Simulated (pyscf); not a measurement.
`[F][SiH2][F]` + `[F][N][F]` [doublet] → `[F][SiH]([F])[F]` + `[N][F]` [triplet] + `[H]` [doublet], a concerted fragmentation (doublet surface; F–N, H–Si broken, F–Si formed). Single points on ωB97X-D3(BJ)/def2-SVP structures (PySCF, gas phase). Energies in kcal/mol from the separated reactants.

Small-basis levels: PySCF, no dispersion term, spherical d functions. AM1 to PM7: differences of heats of formation from MOPAC, which are fitted to 298 K values and so differ in kind from electronic energies by zero-point and thermal terms. GFN2-xTB: tblite. Open shells are spin-unrestricted. 

| level | barrier | reaction energy |
|---|---|---|
| HF/STO-3G | (withheld) | +33.7 |
| HF/3-21G | (withheld) | -37.4 |
| HF/6-31G* | 44.3 | -32.4 |
| MP2/6-31G* | 60.6 | -11.5 |
| M06-2X/6-31G* | 44.4 | +3.2 |
| GFN2-xTB | 45.6 | +23.1 |
| AM1 | 71.5 | +0.5 |
| PM7 | 52.2 | +7.4 |
| ωB97M-D3(BJ)/def2-TZVP | (withheld) | +5.3 |

Task: Fill in the missing entries.

Result: 
- HF/STO-3G, barrier: 53.2
- HF/3-21G, barrier: 26.5
- ωB97M-D3(BJ)/def2-TZVP, barrier: 47.8

Against the last row the barrier runs from -21.4 (HF/3-21G) to +23.7 kcal/mol (AM1). ωB97M-D3(BJ)/def2-TZVP has limits of its own. The same reactants have a lower exit, to F–NH–F + F–SiH•–F (barrier +27.7 kcal/mol at ωB97M-D3(BJ)/def2-TZVP, against +47.8 kcal/mol here). One saddle was located; it need not be the lowest between these sides. An unrestricted DFT solution here is markedly spin-contaminated.
